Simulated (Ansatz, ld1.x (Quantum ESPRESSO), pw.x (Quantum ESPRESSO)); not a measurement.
## Equation-of-state test of one RRKJ potential (Ir)

* Element: iridium
* Generator: ld1.x (Quantum ESPRESSO) 7.5
* Type: norm-conserving RRKJ (Kleinman–Bylander form)
* Functional: LDA (PW92)
* Relativity: scalar-relativistic
* Frozen core: [Xe] 4f14
* Valence charge: 9
* Reference configuration: 5d7 6s2 6p0
* Partial waves: 6p (bound, empty): rc 3.80 bohr; 5d (bound): rc 1.40 bohr; 6s (bound): rc 2.25 bohr
* Local potential: the s channel
* Core correction: none

Atomic tests: cutoffs needed: 80 Ry and 100 Ry (the cutoffs (Ry, on a coarse ladder) from which the occupation-weighted sum of valence levels, in a spherical-Bessel basis at the reference potential, stays within 10 and 1 mRy of its value at 400 Ry); ghost test: no extra level below or beside the all-electron valence levels (p, d, s, f tested) (spherical-Bessel basis up to 400 Ry, 20 bohr box); largest excitation error: -70 meV (all-electron minus pseudo) for 5d6 6s2 6p1, out of 7 test configurations.

Crystal test: sc Ir in pw.x 7.5, no spin, 13³ k-points, Fermi–Dirac smearing 0.01 Ry, cutoffs 120/480 Ry. The reference is all-electron LAPW (Ansatz 0.2.0) with the same functional, mesh and smearing; V0 and B0 come from Birch–Murnaghan fits to the pressures at five volumes. Errors are pseudo minus all-electron; Δ is the rms difference of the E(V) curves that follow from these fits, minima aligned, over ±6 % about the mean V0. Mesh and smearing are coarse, so the numbers serve the comparison and aren't converged zero-temperature values; the lattice is a test structure that the element need not adopt.

| V (Å³/atom) | P all-electron (GPa) | P pseudo (GPa) |
| --- | --- | --- |
| 15.253 | 19.40 | 28.44 |
| 15.655 | 10.09 | 18.25 |
| 16.056 | 2.06 | 9.42 |
| 16.457 | -4.87 | 1.78 |
| 16.859 | -10.85 | -4.83 |

All-electron: a0 = 2.529 Å (V0 = 16.17 Å³/atom), B0 = 288.0 GPa.

Pseudopotential: mean pressure error (GPa): +7.45; a0 (Å): 2.549; a0 error (%): +0.80; B0 error (%): -2.0; Δ (meV/atom): 24.5. The largest radius (3.80 bohr) exceeds half the bond length (2.38 bohr), so the spheres overlap, which is one possible source of error among others. This is a poor potential for the solid.

Question: At the middle volume, how do free energy and pressure move when the wave cutoff is lowered (ecutrho kept at four times it)?

Answer:

```json
{"cutoff (Ry)": "54", "shift of F (meV/atom)": "+1104.0", "shift of P (GPa)": "-22.01"}
{"cutoff (Ry)": "72", "shift of F (meV/atom)": "+237.5", "shift of P (GPa)": "-12.60"}
{"cutoff (Ry)": "96", "shift of F (meV/atom)": "+4.8", "shift of P (GPa)": "-0.24"}
```

The run at the middle volume (84 k-points, 6 iterations) took about 21 s on one core of a shared host (Neoverse-V1, 64 threads, 503 GiB, load 17).
